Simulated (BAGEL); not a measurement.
**AlH2O2 (SMILES [OH][Al][OH]): UHF/6-31G(d) (density fitting with qzvpp-jkfit, spherical functions)**

What is the vertical ionisation energy of AlH2O2 at UHF/6-31G* (density fitting with qzvpp-jkfit, spherical functions)? 

The results are computed with BAGEL 1.2.2.

### Step 1. The structure to begin with

The species is AlH2O2 (5 atoms), meant as a doublet with charge 0. As SMILES, `[OH][Al][OH]`. The coordinates come from a PBE0-D4/def2-TZVP relaxation. This is one conformer, not always the lowest.

Bond lengths: O1–Al2 1.696 Å, Al2–O3 1.703 Å, O1–H4 0.958 Å, O3–H5 0.956 Å. Angles: O1–Al2–O3 119.0°, Al2–O1–H4 122.5°, Al2–O3–H5 123.1°.

### Step 2. A single-point energy at UHF/6-31G(d) (density fitting with qzvpp-jkfit, spherical functions)

Contents of hf.json:

```json
{ "bagel": [

{
  "title": "molecule",
  "basis": "6-31gs.json",
  "df_basis": "qzvpp-jkfit",
  "angstrom": "true",
  "geometry": [
    { "atom": "O", "xyz": [   -1.573500,   -0.324600,   -0.237500 ] },
    { "atom": "Al", "xyz": [    0.018500,   -0.825100,    0.065000 ] },
    { "atom": "O", "xyz": [    1.249400,    0.348300,    0.160000 ] },
    { "atom": "H", "xyz": [   -1.809700,    0.595800,   -0.359200 ] },
    { "atom": "H", "xyz": [    2.165100,    0.131800,    0.330400 ] }
  ]
},
{
  "title": "uhf",
  "nopen": 1
},
{
  "title": "print",
  "file": "orbitals.molden",
  "orbitals": "true"
}

]}
```

The basis set 6-31G* is read from a file made from the Basis Set Exchange's data (not shown).

The run is started by

```bash
$ BAGEL_NUM_THREADS=1 BAGEL hf.json > hf.out
```

What it wrote:

```text
* using 1 threads per process

  ===============================================================
  ===============================================================

  *** Geometry ***

  { "atom" : "O", "xyz" : [     -2.973484,     -0.613405,     -0.448810 ] },
  { "atom" : "Al", "xyz" : [      0.034960,     -1.559213,      0.122832 ] },
  { "atom" : "O", "xyz" : [      2.361024,      0.658192,      0.302356 ] },
  { "atom" : "H", "xyz" : [     -3.419837,      1.125899,     -0.678790 ] },
  { "atom" : "H", "xyz" : [      4.091446,      0.249066,      0.624366 ] },

  Number of auxiliary basis functions:      318

  Since a DF basis is specified, we compute 2- and 3-index integrals:
    o Being stored without compression. Storage requirement is 0.006 GB

  Number of basis functions:       50
  Number of electrons      :       31

    * METHOD: MOLECULE                             0.10

  *** Open-shell HF ***

  === Nuclear Repulsion ===
    93.6023705973

      * DIIS with orbital gradients will be used.

  === UHF iteration (6-31gs.json) ===
      0       -392.49466881          0.08324711           0.02
      1       -392.69112434          0.05981375           0.02
      2       -392.78302263          0.03998709           0.02
      3       -392.85440896          0.00160209           0.02
      4       -392.85535634          0.00048696           0.02
      5       -392.85547609          0.00016784           0.02
      6       -392.85548923          0.00007633           0.02
      7       -392.85549244          0.00002420           0.03
      8       -392.85549330          0.00001145           0.03
      9       -392.85549352          0.00000333           0.04
     10       -392.85549354          0.00000099           0.02
     11       -392.85549355          0.00000047           0.02
     12       -392.85549355          0.00000017           0.02
     13       -392.85549355          0.00000006           0.02
     14       -392.85549355          0.00000003           0.02
     15       -392.85549355          0.00000002           0.02
     16       -392.85549355          0.00000001           0.02
    * SCF iteration converged.

    * S^2 (UHF) is 0.7524

    * Permanent dipole moment:
           (   -0.582334,     0.106499,    -0.104342) a.u.

    * METHOD: UHF                                  0.50

    * METHOD: PRINT                                0.00

  ===============================================================
```

It took 0.92 s on 1 thread of Intel Xeon Platinum 8488C (Sapphire Rapids), shared host; peak memory 0.08 GiB.

### Step 3. The singlet cation, same level

Contents of input.json:

```json
{ "bagel" : [

{
  "title" : "molecule",
  "basis" : "6-31gs.json",
  "df_basis" : "qzvpp-jkfit",
  "angstrom" : true,
  "geometry" : [
    { "atom" : "O", "xyz" : [      -1.573500,      -0.324600,      -0.237500 ] },
    { "atom" : "Al", "xyz" : [       0.018500,      -0.825100,       0.065000 ] },
    { "atom" : "O", "xyz" : [       1.249400,       0.348300,       0.160000 ] },
    { "atom" : "H", "xyz" : [      -1.809700,       0.595800,      -0.359200 ] },
    { "atom" : "H", "xyz" : [       2.165100,       0.131800,       0.330400 ] }
  ]
},

{ "title" : "hf", "charge" : 1 },

{ "title" : "print", "file" : "orbitals.molden", "orbitals" : true }

]}
```

The basis set 6-31G* is read from a file made from the Basis Set Exchange's data (not shown).

The run is started by

```bash
$ BAGEL_NUM_THREADS=1 BAGEL input.json > input.out
```

What it wrote:

```text
* using 1 threads per process

  ===============================================================
  ===============================================================

  *** Geometry ***

  { "atom" : "O", "xyz" : [     -2.973484,     -0.613405,     -0.448810 ] },
  { "atom" : "Al", "xyz" : [      0.034960,     -1.559213,      0.122832 ] },
  { "atom" : "O", "xyz" : [      2.361024,      0.658192,      0.302356 ] },
  { "atom" : "H", "xyz" : [     -3.419837,      1.125899,     -0.678790 ] },
  { "atom" : "H", "xyz" : [      4.091446,      0.249066,      0.624366 ] },

  Number of auxiliary basis functions:      318

  Since a DF basis is specified, we compute 2- and 3-index integrals:
    o Being stored without compression. Storage requirement is 0.006 GB

  Number of basis functions:       50
  Number of electrons      :       31

    * METHOD: MOLECULE                             0.08

  *** RHF ***

  === Nuclear Repulsion ===
    93.6023705973

      * DIIS with orbital gradients will be used.

  === RHF iteration (6-31gs.json) ===
      0       -392.26421207          0.03974813           0.01
      1       -392.40497722          0.03001201           0.01
      2       -392.55340968          0.00172049           0.01
      3       -392.55415064          0.00080757           0.01
      4       -392.55428421          0.00021441           0.01
      5       -392.55430433          0.00006709           0.01
      6       -392.55430801          0.00002486           0.01
      7       -392.55430863          0.00000611           0.01
      8       -392.55430865          0.00000226           0.01
      9       -392.55430866          0.00000085           0.01
     10       -392.55430866          0.00000026           0.01
     11       -392.55430866          0.00000012           0.01
     12       -392.55430866          0.00000004           0.01
     13       -392.55430866          0.00000002           0.01
     14       -392.55430866          0.00000001           0.01
    * SCF iteration converged.

    * Permanent dipole moment:
           (   -1.080290,     1.835816,    -0.339521) a.u.

    * METHOD: HF                                   0.24

    * METHOD: PRINT                                0.00

  ===============================================================
```

Wall time 0.58 s (1 thread of Intel Xeon Platinum 8488C (Sapphire Rapids), shared host); peak memory 0.08 GiB.

### Step 4. What came out

At UHF/6-31G* (density fitting with qzvpp-jkfit, spherical functions):

| quantity | value |
| --- | --- |
| doublet AlH2O2: total energy | -392.85549 Eh |
| doublet AlH2O2: dipole moment | 1.53 D |
| doublet AlH2O2: ⟨S²⟩ | 0.752 |
| singlet cation: total energy | -392.55431 Eh |
| singlet cation: HOMO energy | -19.26 eV |
| singlet cation: LUMO energy | -7.69 eV |
| singlet cation: HOMO–LUMO gap | 11.57 eV |
| vertical ionisation energy (to the singlet cation) | 8.196 eV |

What this shows: The vertical ionisation energy comes to 8.20 eV (189 kcal/mol). Only the singlet of the ionised species was computed; a triplet could lie lower.
